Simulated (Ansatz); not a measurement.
# SiNH2+ (quintet): wave-function methods side by side, def2-QZVPP

The task here is to estimate one member of a computed series from the others.

Method: def2-QZVPP, core rule «outside noble gas», up to 6 orbitals frozen; program: Ansatz 0.2.0, Gaussian basis.

Plan: UHF; ROHF; CCSD(T) on UHF.

**The geometry**

The geometry is a PBE0/def2-TZVP stationary point (not a proven minimum) of the parent state, kept for this charge and spin.

4 atoms, charge 1, spin multiplicity 5.

Atoms are counted from 1 here; the program's logs count them from 0.

Bond lengths: Si1–N2 1.803 Å, Si1–H3 1.495 Å, N2–H4 1.024 Å. Angles: N2–Si1–H3 111.4°, Si1–N2–H4 113.2°.

Geometry (Å):

```xyz
4
charge 1, multiplicity 5
Si    0.00946   -0.10375    0.60220
N    -0.08724    0.14433   -1.18071
H     0.26563    1.18291    1.31906
H     0.68312   -0.29757   -1.69138
```

The first run:

File in.yaml:

```yaml
crystal:
  periodic: [false, false, false]
  atoms:
    - {symbol: Si, position_ang: [0.009460, -0.103752, 0.602203]}
    - {symbol: N, position_ang: [-0.087242, 0.144329, -1.180713]}
    - {symbol: H, position_ang: [0.265634, 1.182906, 1.319057]}
    - {symbol: H, position_ang: [0.683123, -0.297565, -1.691380]}
basis:
  gaussian: {orbitals: "def2-QZVPP.json"}
total_charge: 1
magnetization: {spin_polarized: true, initial_magnetization: 4}
hamiltonian: {xc: hf}
output: {orbitals: {seedname: orbitals}}
```

On the command line:

```bash
$ ansatz run in.yaml --threads 1 --pin off --events-out ev --progress --plain --max-ram 4096MiB --backend cpu
```

Steps of the session up to this table: UHF; ROHF; CCSD(T) on UHF.

One of the session's tables, all rows but one given; the rest of the session is left out.

It belongs to the step «Misses and costs». 

| method | from UCCSD(T) (kcal/mol) |
| --- | --- |
| ROHF | +158.77 |
| UHF | +153.76 |
| UMP2 | +24.42 |
| UCCSD | ? |
| UCCSD(T) | 0 |

**Question.** Estimate the row for UCCSD.

The run gave: from UCCSD(T) (kcal/mol): +4.78. In the column «from UCCSD(T) (kcal/mol)» it lies between UCCSD(T) (0) and UMP2 (+24.42).
